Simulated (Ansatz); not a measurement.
Consider GaP in the zinc blende structure (space group F-43m, No. 216; a = 5.438 Å).

The values are results of plane-wave PAW DFT at the PBEsol level (Ansatz, a first-principles code, 420 eV), no SOC, not measurements.

It is then changed as follows: In takes the place of Ga on all its sites; the structure is relaxed again.

Measured band gap: GaP 2.43 eV (static lattice; corrected from measurement; as listed in Wei Chen et al., Physical Review Materials (2018)); InP 1.47 eV (static lattice; corrected from measurement; as listed in Wei Chen et al., Physical Review Materials (2018)).

Measured lattice parameter a: GaP 5.439 Å (static lattice; corrected from measurement; as listed in Daniel Mejia-Rodriguez, S. B. Trickey, Phys. Rev. B (2018)); InP 5.858 Å (static lattice; corrected from measurement; as listed in Daniel Mejia-Rodriguez, S. B. Trickey, Phys. Rev. B (2018)).

Task: How well does PBEsol reproduce the measured shift?

Result: With PBEsol the band gap moves by -0.88 eV (1.45 → 0.57) against -0.96 eV measured; the lattice parameter a moves by +0.440 Å (5.438 → 5.878) against +0.419 Å measured.

Whether these cells are dynamically stable was not tested.
